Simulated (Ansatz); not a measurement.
The same path of ClH3Si + FH (7 atoms, charge 0, multiplicity 1) was run twice with different band settings. Lost on the way: Si1–Cl2, F6–H7. Made: Si1–F6, Cl2–H7.

Method: RKS PBE0-D4/def2-SVP (Ansatz).

Relaxed end points:

```xyz
7
Properties=species:S:1:pos:R:3
Si 0.270 0.000 -0.044
Cl 0.251 0.000 2.054
H 1.704 0.000 -0.441
H -0.404 1.234 -0.518
H -0.404 -1.234 -0.518
F -2.592 0.000 1.050
H -1.970 0.000 1.739
```

```xyz
7
Properties=species:S:1:pos:R:3
Si -0.320 0.000 -0.544
Cl -0.268 0.000 3.438
H 0.952 0.000 0.225
H -0.453 1.225 -1.375
H -0.453 -1.225 -1.375
F -1.551 0.000 0.543
H -1.053 0.000 2.411
```

Common settings: climbing image yes; spring 5.0 eV/Å²; optimiser quadratic models (default); start path through a guess of the saddle point; force threshold 0.03 eV/Å; iteration limit 60; end points relaxed.

| run | movable images |
| --- | --- |
| 1 | 7 |
| 2 | 2 |

Task: What does each run give, and how far can it be trusted?

Result: Run 1: converged after 11 iterations, highest image 1.145 eV above the first end. A vibrational analysis at the climbing image gives 2 clearly imaginary modes (570i, 162i cm⁻¹): a point of higher order, so a lower path passes nearby.
Run 2: converged after 11 iterations, highest image 1.145 eV above the first end. Another band between the same ends (7 images) ends at a top of the same energy, where a vibrational analysis finds 2 clearly imaginary modes. So few images can step over the top or miss a turn of the path.
The orbitals stay closed-shell, which can raise the energy where a bond breaks towards radicals; this wasn't checked here.
